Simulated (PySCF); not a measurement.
Compound: C4H9OS (doublet state).
Cartesian coordinates in Å at the GFN2-xTB level; atoms count from 1:
```xyz
15
C4H9OS angstrom
C      1.9717   -0.3693   -0.6145
C      1.4390   -0.6106    0.7498
O      0.4356    0.1364    1.3167
C     -0.5263    0.7132    0.4746
C     -1.5362   -0.3285   -0.0114
S     -2.7371    0.3872   -1.1782
H      2.7921   -1.0576   -0.7947
H      2.3541    0.6532   -0.7369
H      1.2183   -0.5265   -1.3892
H      2.0749   -1.0161    1.5164
H     -1.0360    1.4664    1.0844
H     -0.0654    1.2113   -0.3866
H     -2.0733   -0.7712    0.8268
H     -1.0296   -1.1200   -0.5631
H     -3.2863    1.2403   -0.3161
```

The hyperfine couplings belong to this conformer and change with its torsions.

Identity: `C[CH]OCCS` [radical].

Computed, not measured: UKS B3LYP, pcH-1 on C H O S, non-relativistic, mean-field spin-orbit, GIAO (PySCF). Geometry: GFN2-xTB, one conformer, isolated molecule. A GFN2-xTB geometry isn't a minimum of the functional, and hyperfine couplings can be far from their values at a DFT geometry. The SCF solution wasn't tested for stability.

**Question.** The isotropic 13C couplings are +142.4, -19.0, +7.8, -1.7 MHz. Assign them to C1; C2; C4; C5.

**Answer.** 
| site | a_iso (MHz) | ρ(0) (bohr⁻³) | position | distance from C2 (Å) | spin population | largest \|T\| (MHz) |
| --- | --- | --- | --- | --- | --- | --- |
| C1 | -19.0 | -0.0169 | 1 bond from C2 | 1.48 | -0.07 | 4.2 |
| C2 | +142.4 | +0.1267 | largest spin population | 0.00 | +0.89 | 151.9 |
| C4 | -1.7 | -0.0015 | 2 bonds from C2 | 2.39 | -0.01 | 2.6 |
| C5 | +7.8 | +0.0070 | 3 bonds from C2 | 3.08 | +0.01 | 2.4 |

**Question.** The isotropic 1H couplings, averaged over equivalent nuclei, are +66.4, -46.9, +3.7, +1.5, -0.8 MHz. Assign them to H7/H8/H9; H10; H11/H12; H13/H14; H15.

**Answer.** 
```
    site  a_iso (MHz)  ρ(0) (bohr⁻³)            position  distance from C2 (Å)  bound to  spin population there  largest |T| (MHz)
H7/H8/H9        +66.4        +0.0149  β, 2 bonds from C2                  2.14        C1                  -0.07                9.0
     H10        -46.9        -0.0105   α, 1 bond from C2                  1.08        C2                  +0.89               36.9
 H11/H12         +3.7        +0.0008  γ, 3 bonds from C2                  2.94        C4                  -0.01                6.1
 H13/H14         -0.8        -0.0002     4 bonds from C2                  3.18        C5                  +0.01                5.3
     H15         +1.5        +0.0003     5 bonds from C2                  5.19        S6                   0.00                1.3
```

ρ(0) is the spin density at the nucleus and T the dipolar tensor; a_iso includes a spin–orbit part; entries for several nuclei are means. The largest Mulliken spin populations are on C2 (+0.89), O3 (+0.11), C1 (-0.07) and H8 (+0.07). No atom but C2 exceeds +0.15. The angles at C2 add up to 353.9°, so it is slightly pyramidal.

Class means assume fast exchange of nuclei equivalent by connectivity; if that motion is slow, each nucleus keeps its own coupling. The three 1H nuclei of mean +66.4 MHz run from 3.6 to 127.4 MHz in the frozen geometry. The 1H value of +3.7 MHz is a mean of couplings from 1.2 to 6.3 MHz in this one geometry, not an average over conformers.
